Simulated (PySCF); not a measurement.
# Boron: a sound run and one with changed settings

Sound run: B [He] 2s2 2p1, B⁺ [He] 2s2. All numbers are calculated (PySCF 2.14, scalar relativity by spin-free X2C-1e, in x2c-TZVPall (5s3p2d1f, 31 functions)). In the sound run the correlated levels freeze 1s2. The sound run starts from symmetry-adapted Hartree-Fock orbitals and uses a fine grid where one is needed.

A second run was set up differently.

```json
{"species": "B", "method": "MP2", "sound run (hartree)": "-24.58257", "changed run (hartree)": "-24.59752", "converged": "yes"}
{"species": "B", "method": "CCSD(T)", "sound run (hartree)": "-24.60464", "changed run (hartree)": "-24.62068", "converged": "yes"}
{"species": "B⁺", "method": "MP2", "sound run (hartree)": "-24.27910", "changed run (hartree)": "-24.29372", "converged": "yes"}
{"species": "B⁺", "method": "CCSD(T)", "sound run (hartree)": "-24.30310", "changed run (hartree)": "-24.31859", "converged": "yes"}
```

Ionisation energy of B:

| method | sound run (eV) | changed run (eV) |
| --- | --- | --- |
| UHF | 8.038 | 8.038 |
| MP2 | 8.258 | 8.267 |
| SCS-MP2 | 8.228 | 8.233 |
| CCSD | 8.169 | 8.187 |
| CCSD(T) | 8.205 | 8.220 |

Question: What was changed?
A. level shift left on
B. all electrons correlated in a valence basis
C. minimal basis
D. too few SCF iterations

Answer: B. A valence basis has no tight correlating functions, so it recovers only part of the core correlation, and not evenly between atom and ion.
